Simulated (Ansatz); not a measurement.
System: fcc Sr. Method: HSE06 in Ansatz (plane waves, PAW).

Numerical settings: plane-wave cutoff 460 eV, 10×10×10 k mesh, Fermi–Dirac smearing 0.05 eV, scalar-relativistic PAW data made under PBE.

The volume scan:

```json
[
 {"V (Å³/atom)": "54.498", "E − E_lowest (meV/atom)": "5.12"},
 {"V (Å³/atom)": "56.423", "E − E_lowest (meV/atom)": "0.46"},
 {"V (Å³/atom)": "57.367", "E − E_lowest (meV/atom)": "0.00"},
 {"V (Å³/atom)": "58.801", "E − E_lowest (meV/atom)": "1.41"},
 {"V (Å³/atom)": "60.235", "E − E_lowest (meV/atom)": "5.15"}
]
```

**Question.** What bulk modulus B0 and pressure derivative B′ does a third-order Birch–Murnaghan fit give?

**Answer.** V0 = 57.275 Å³/atom, B0 = 11.5 GPa, B′ = 2.7 (fit to the energies at full precision).

Measured, for comparison: bulk modulus 12.5 GPa (corrected for temperature and zero-point phonon effects, our sources range from 12.0 to 12.5; as tabulated in Levämäki et al. (2014), arXiv:1402.3671); equilibrium volume per atom 55.22 Å³/atom (low-temperature or extrapolated to 0 K; zero-point anharmonic expansion removed; as tabulated in Csonka et al. (2009), arXiv:0903.4037). Computed (rounded) less measured: bulk modulus -8 % (-4 % to -8 % over the range), equilibrium volume per atom +3.7 %.

Ansatz is a first-principles code.
